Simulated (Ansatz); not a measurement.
Input file:

```yaml
crystal:
  periodic: [false, false, false]
  atoms:
    - {symbol: Zr, position_ang: [0.000000, 0.000000, 0.000000]}
    - {symbol: H, position_ang: [0.000000, 0.000000, -1.968800]}
    - {symbol: H, position_ang: [0.000000, 0.000000, 1.968800]}
basis:
  gaussian: {orbitals: def2-TZVP}
magnetization: {spin_polarized: true, initial_magnetization: 4}
hamiltonian: {xc: {name: B2PLYP}}
correlation: {electrons: outside_noble_gas}
```

```sh
$ ansatz run in.yaml --threads 1 --pin off --events-out ev --progress --plain --max-ram 2393MiB
```

Output:

```
466 factors; integrals over basis functions are off by at most 1.4e-3 eV
mean field evaluation 1: about -1300.3684 eV, gradient 7.8e0 eV
mean field evaluation 2: about -1300.3733 eV, gradient 7.8e0 eV
mean field evaluation 4: about -1300.7081 eV, gradient 1.0e0 eV
mean field evaluation 8: about -1300.7156 eV, gradient 7.3e-3 eV
mean field evaluation 16: about -1300.7156 eV, gradient 5.7e-5 eV
mean field evaluation 32: about -1300.3684 eV, gradient 7.8e0 eV
mean field evaluation 64: about -1300.4670 eV, gradient 4.2e0 eV
mean field -1301.18199521 eV, -47.8175563510 hartree, gradient 1.9e-6 eV, S^2 6.020778; 8 other end points of the search recorded, 0 dependent functions left out
4 core orbitals not correlated: weight in the atoms' cores, before any rotation towards them, 0.998 or more for the frozen orbitals, at most 0.001 for the correlated occupied ones
reference -1301.18213256 eV, -47.8175613988 hartree; 5, 1 occupied and 43, 47 virtual orbitals, 466 factors
second order -2.29361714 eV of doubles, -0.00000000 eV of singles
Total energy: -1301.80140919 eV, -47.8403193951 hartree
```

Ran on 1 thread of Arm Neoverse V2, shared host: 7 s wall, 0.15 GiB peak host memory.
